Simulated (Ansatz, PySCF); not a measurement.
# Bulk modulus of zinc-blende AlN (metastable phase) at several levels of theory

No measured value is used here.

```csv
level (code),value (GPa),cell (Å³/atom)
PBE (Ansatz),193,10.67
PBE-D3(BJ) (Ansatz),201,10.45
r²SCAN-D4 (Ansatz),213,10.35
HSE06 (Ansatz),212,10.40
Hartree–Fock (Ansatz),…,10.36
MP2 (PySCF),…,10.56
```

**Question.** What belongs in the gaps?

**Answer.** 
- Hartree–Fock (Ansatz, a first-principles code), value (GPa): 230
- MP2 (PySCF), value (GPa): 205 ± 6

A ± on a computed value is a rough bar: the spread of its extrapolation, a floor set from checks against published values, or a statistical error. Each level is taken at its own relaxed cell. Cutoffs and k meshes differ between the levels. Ansatz's density-functional and Hartree–Fock values are scalar-relativistic unless marked +SOC, with PAW data made under PBE.
